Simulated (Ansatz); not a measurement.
**Smallest direct gap on the k points sampled of Sb2O3 (Pccn, No. 56) at several levels of theory**

No measured value is used here.

```csv
level (code),value (eV),cell (Å³/atom)
LDA (Ansatz),1.71,15.54
PBEsol (Ansatz),1.98,16.43
rVV10 (Ansatz),2.03,17.26
r²SCAN (Ansatz),2.66,17.11
HSE06 (Ansatz),3.25,17.86
r²SCAN0 (Ansatz),4.13,16.56
Hartree–Fock (Ansatz),9.30,16.56
```

Computed values are for a static lattice. Spin–orbit coupling is included only where a level's name says +SOC; with heavier elements it mostly lowers gaps and can invert bands.  LDA, PBEsol, rVV10, r²SCAN, HSE06: the relaxation could not lower the start's symmetry, so the cell can be a saddle point above a distorted one. Values are at the level's own relaxed cell; r²SCAN0 at a fixed cell, not relaxed at this level and not confirmed as the measured one; Hartree–Fock at a fixed cell, not relaxed at this level and not confirmed as the measured one. Cutoffs and k meshes differ between the levels. Ansatz's density-functional and Hartree–Fock values are scalar-relativistic unless marked +SOC, with PAW data made under PBE.

Ansatz is an electronic-structure program.
